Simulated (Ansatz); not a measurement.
# CH5FN: the cost of one run

Computed with Ansatz 0.2.0. Level: UKS r2SCAN-D4/def2-SVP.

### Step 1. Reference run: CH₅FN radical, relaxed

The input, input.yaml:

```yaml
crystal:
  periodic: [false, false, false]
  atoms:
    - { symbol: H, position_ang: [0.286964, -0.283298, 0.219806] }
    - { symbol: C, position_ang: [-1.089468, -0.157368, 0.040044] }
    - { symbol: F, position_ang: [-1.35523, 0.811323, -0.873484] }
    - { symbol: "N", position_ang: [1.618138, -0.132753, 0.20558] }
    - { symbol: H, position_ang: [-1.398, -1.16274, -0.31729] }
    - { symbol: H, position_ang: [-1.473657, 0.105031, 1.048532] }
    - { symbol: H, position_ang: [1.746466, -0.045181, -0.824286] }
    - { symbol: H, position_ang: [1.664688, 0.864885, 0.500999] }
magnetization:
  spin_polarized: true
  initial_magnetization: 1
basis:
  gaussian: { orbitals: def2-SVP }
hamiltonian:
  xc: r2scan
  dispersion: d4
output:
  forces: true
relax:
  f_tol: 0.02
  max_steps: 120
  constraints: [{ distance: [0, 3] }, { distance: [0, 1] }]
  escape_saddle: false
```

The run is started by

```console
$ ansatz run input.yaml --threads 1 --pin off --max-ram 2560MiB --backend cpu --events-out ev --progress --plain --runs-dir out
```

Q: Estimate wall time and peak memory on 1 thread of Arm Neoverse V2, shared host.

About 15 s, with a peak of 0.17 GiB.
